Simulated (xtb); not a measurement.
xtb input for methyl formate cation (C2H4O2), SMILES O(C=O)C (connectivity only; charge and spin as stated), charge +1, multiplicity 2, GFN2-xTB. 

```
$ xtb mol.xyz --gfn 2 --ohess tight --chrg 1 --uhf 1 --json
$ cat mol.xyz
8

C     -1.02950000    -0.16440000     0.10470000
O      0.30420000    -0.70920000     0.21000000
C      1.28310000     0.14470000    -0.06280000
O      1.16140000     1.29910000    -0.40420000
H     -1.17380000     0.15620000    -0.99800000
H     -1.65870000    -0.98340000     0.31020000
H     -1.16700000     0.67640000     0.74160000
H      2.24410000    -0.37680000     0.09170000
```

It prints:

```
[banner left out]
          |                Calculation Setup                |
           -------------------------------------------------



           -------------------------------------------------
          |                 G F N 2 - x T B                 |
           -------------------------------------------------

        Reference                      10.1021/acs.jctc.8b01176
      * Hamiltonian:
        H0-scaling (s, p, d)           1.850000    2.230000    2.230000
        zeta-weighting                 0.500000
      * Dispersion:
        s8                             2.700000
        a1                             0.520000
        a2                             5.000000
        s9                             5.000000
      * Repulsion:
        kExp                           1.500000    1.000000
        rExp                           1.000000
      * Coulomb:
        alpha                          2.000000
        third order                    shell-resolved
        anisotropic                    true
        a3                             3.000000
        a5                             4.000000
        cn-shift                       1.200000
        cn-exp                         4.000000
        max-rad                        5.000000


          ...................................................
          :                      SETUP                      :
          :.................................................:
          :  # basis functions                  20          :
          :  # atomic orbitals                  20          :
          :  # shells                           12          :
          :  # electrons                        23          :
          :  max. iterations                   250          :
          :  Hamiltonian                  GFN2-xTB          :
          :  restarted?                      false          :
          :  GBSA solvation                  false          :
[...]
estimated CPU  time      0.00 min

writing file <hessian>.

 projected vibrational frequencies (cm⁻¹)
eigval :       -0.00    -0.00    -0.00    -0.00     0.00     0.00
eigval :      158.93   235.31   366.42   654.11   842.15   947.26
eigval :      956.64  1006.22  1024.09  1155.06  1253.81  1309.67
eigval :     1356.48  1767.43  2441.01  2802.55  2862.91  2936.52
           -------------------------------------------------
          |                Property Printout                |
           -------------------------------------------------

    * Orbital Energies and Occupations

         #    Occupation            Energy/Eh            Energy/eV
      -------------------------------------------------------------
         1        2.0000           -1.0326537             -28.0999
         2        2.0000           -1.0082589             -27.4361
         3        2.0000           -0.9563962             -26.0249
         4        2.0000           -0.8832850             -24.0354
         5        2.0000           -0.8783737             -23.9018
         6        2.0000           -0.8594758             -23.3875
         7        2.0000           -0.8202314             -22.3196
         8        2.0000           -0.7892590             -21.4768
         9        2.0000           -0.7827401             -21.2994
        10        2.0000           -0.7218963             -19.6438
        11        1.9999           -0.7061456             -19.2152
        12        1.0001           -0.6879341             -18.7196 (HOMO)
        13                         -0.5095529             -13.8656 (LUMO)
        14                         -0.2198865              -5.9834
        15                         -0.1233256              -3.3559
        16                         -0.1001956              -2.7265
        17                         -0.0727639              -1.9800
        18                         -0.0585991              -1.5946
        19                          0.0446974               1.2163
        20                          0.4489795              12.2174
      -------------------------------------------------------------
                  HL-Gap            0.1783812 Eh            4.8540 eV
             Fermi-level           -0.6478917 Eh          -17.6300 eV

     #   Z          covCN         q      C6AA      α(0)
     1   6 C        3.653    -0.001    20.904     6.565
     2   8 O        1.706    -0.070    15.421     5.302
     3   6 C        2.659     0.346    21.127     7.520
     4   8 O        0.856    -0.097    16.479     5.443
     5   1 H        0.922     0.201     1.093     1.635
     6   1 H        0.923     0.218     1.014     1.575
     7   1 H        0.924     0.155     1.358     1.822
     8   1 H        0.915     0.249     0.882     1.469

 Mol. C6AA /au·bohr⁶  :        451.154962
 Mol. C8AA /au·bohr⁸  :       9865.190305
 Mol. α(0) /au        :         31.330876


Wiberg/Mayer (AO) data.
largest (>0.10) Wiberg bond orders for each atom

 ---------------------------------------------------------------------------
     #   Z sym  total        # sym  WBO       # sym  WBO       # sym  WBO
 ---------------------------------------------------------------------------
     1   6 C    3.843 --     2 O    1.003     7 H    0.942     5 H    0.854
                             6 H    0.853
     2   8 O    2.520 --     3 C    1.230     1 C    1.003     4 O    0.220
     3   6 C    3.919 --     4 O    1.894     2 O    1.230     8 H    0.721
     4   8 O    2.362 --     3 C    1.894     2 O    0.220
     5   1 H    0.956 --     1 C    0.854
     6   1 H    0.949 --     1 C    0.853
     7   1 H    0.976 --     1 C    0.942
     8   1 H    0.911 --     3 C    0.721
 ---------------------------------------------------------------------------

Topologies differ in total number of bonds
Writing topology from bond orders to xtbtopo.mol

molecular dipole:
                 x           y           z       tot (Debye)
 q only:        0.053      -0.447      -0.198
   full:        0.128      -0.548      -0.247       1.561
molecular quadrupole (traceless):
                xx          xy          yy          xz          yz          zz
 q only:        9.084      -0.372      -4.972      -0.736      -0.026      -4.112
  q+dip:        8.608      -1.303      -5.625      -0.990       0.102      -2.983
   full:        9.047      -1.440      -6.529      -0.800      -0.167      -2.518

           -------------------------------------------------
          |                Geometry Summary                 |
           -------------------------------------------------

      molecular mass/u    :       60.0520446
   center of mass at/Å    :        0.4625260       0.1856485       0.0778694
  moments of inertia/u·Å² :        0.2163563E+02   0.8104947E+02   0.9906881E+02
rotational constants/cm⁻¹ :        0.7791605E+00   0.2079919E+00   0.1701608E+00

 * 6 selected distances

     #   Z          #   Z                                           value/Å
     1   6 C        2   8 O                                       1.4014529 (max)
     2   8 O        3   6 C                                       1.3031401
     3   6 C        4   8 O                                       1.1828335
     1   6 C        5   1 H                                       1.1060094
     1   6 C        6   1 H                                       1.1043800
     1   6 C        7   1 H                                       1.0973862 (min)

 * 2 distinct bonds (by element types)

   Z      Z             #   av. dist./Å        max./Å        min./Å
   1 H    6 C           3     1.1025919     1.1060094     1.0973862
   6 C    8 O           3     1.2958088     1.4014529     1.1828335

           -------------------------------------------------
          |               Frequency Printout                |
           -------------------------------------------------
 projected vibrational frequencies (cm⁻¹)
eigval :       -0.00    -0.00    -0.00    -0.00     0.00     0.00
Molecule has no symmetry elements
It seems to be the C1 point group
eigval :      158.93   235.31   366.42   654.11   842.15   947.26
eigval :      956.64  1006.22  1024.09  1155.06  1253.81  1309.67
eigval :     1356.48  1767.43  2441.01  2802.55  2862.91  2936.52
 reduced masses (amu)
   1: 13.73   2: 12.24   3: 13.90   4: 12.40   5: 11.43   6: 11.40   7:  3.76   8: 10.17
   9:  8.76  10: 12.18  11:  6.27  12: 11.18  13:  7.77  14:  4.48  15:  9.32  16:  3.84
  17:  2.38  18:  2.89  19:  1.86  20: 13.45  21:  1.60  22:  1.87  23:  1.44  24:  1.83
 IR intensities (km·mol⁻¹)
   1:  5.32   2:  9.17   3: 11.03   4: 17.35   5:  9.27   6:  8.58   7: 11.83   8:  2.83
   9:100.10  10: 98.74  11: 14.13  12:315.20  13: 63.81  14:  9.16  15: 19.52  16:  6.40
  17:101.60  18:217.39  19: 69.00  20:154.68  21:431.74  22: 97.48  23:335.50  24: 27.70
 Raman intensities (Ä⁴*amu⁻¹)
   1:  0.00   2:  0.00   3:  0.00   4:  0.00   5:  0.00   6:  0.00   7:  0.00   8:  0.00
   9:  0.00  10:  0.00  11:  0.00  12:  0.00  13:  0.00  14:  0.00  15:  0.00  16:  0.00
  17:  0.00  18:  0.00  19:  0.00  20:  0.00  21:  0.00  22:  0.00  23:  0.00  24:  0.00
 output can be read by thermo (or use thermo option).
 writing <g98.out> molden fake output.
 recommended (thermochemical) frequency scaling factor: 1.0
           -------------------------------------------------
          |             Thermodynamic Functions             |
           -------------------------------------------------

c1  symmetry found (for desy threshold:  0.10E+00) used in thermo

          ...................................................
          :                      SETUP                      :
          :.................................................:
          :  # frequencies                          18      :
          :  # imaginary freq.                       0      :
          :  linear?                             false      :
          :  only rotor calc.                    false      :
          :  symmetry                               c1      :
          :  rotational number                       1      :
          :  scaling factor                  1.0000000      :
          :  rotor cutoff                   50.0000000 cm⁻¹ :
          :  imag. cutoff                  -20.0000000 cm⁻¹ :
          :.................................................:

    mode    ω/cm⁻¹     T·S(HO)/kcal·mol⁻¹    T·S(FR)/kcal·mol⁻¹   T·S(vib)
   ------------------------------------------------------------------------
       1    158.93    -0.76401 ( 99.03%)    -0.71350 (  0.97%)    -0.76352
       2    235.31    -0.54803 ( 99.80%)    -0.59740 (  0.20%)    -0.54813
   ------------------------------------------------------------------------

   temp. (K)  partition function   enthalpy   heat capacity  entropy
                                   cal/mol     cal/K/mol   cal/K/mol   J/K/mol
 298.15  VIB   3.69                 1187.018      9.008      6.573
         ROT  0.318E+05              888.752      2.981     23.586
         INT  0.117E+06             2075.771     11.989     30.159
         TR   0.450E+27             1481.254      4.968     38.181
         TOT                        3557.0244    16.9569    68.3395   285.9324

       T/K    H(0)-H(T)+PV         H(T)/Eh          T*S/Eh         G(T)/Eh
   ------------------------------------------------------------------------
    298.15    0.566848E-02    0.605189E-01    0.324703E-01    0.280486E-01
   ------------------------------------------------------------------------

         :::::::::::::::::::::::::::::::::::::::::::::::::::::
         ::                  THERMODYNAMIC                  ::
         :::::::::::::::::::::::::::::::::::::::::::::::::::::
         :: total free energy         -13.845728800646 Eh   ::
         ::.................................................::
         :: total energy              -13.873777448365 Eh   ::
         :: zero point energy           0.054850458115 Eh   ::
         :: G(RRHO) w/o ZPVE           -0.026801810396 Eh   ::
         :: G(RRHO) contrib.            0.028048647719 Eh   ::
         :::::::::::::::::::::::::::::::::::::::::::::::::::::
Note: The following floating-point exceptions are signalling: IEEE_UNDERFLOW_FLAG IEEE_DENORMAL
normal termination of xtb

optimized geometry written to: xtbopt.xyz


           -------------------------------------------------
          | TOTAL ENERGY              -13.873777448365 Eh   |
          | TOTAL ENTHALPY            -13.813258510993 Eh   |
          | TOTAL FREE ENERGY         -13.845728800646 Eh   |
          | GRADIENT NORM               0.000299022664 Eh/α |
          | HOMO-LUMO GAP               4.853999385870 eV   |
           -------------------------------------------------

------------------------------------------------------------------------
------------------------------------------------------------------------
 total:
 SCF:
 ANC optimizer:
 analytical hessian:
```

The calculation finished and met its thresholds.
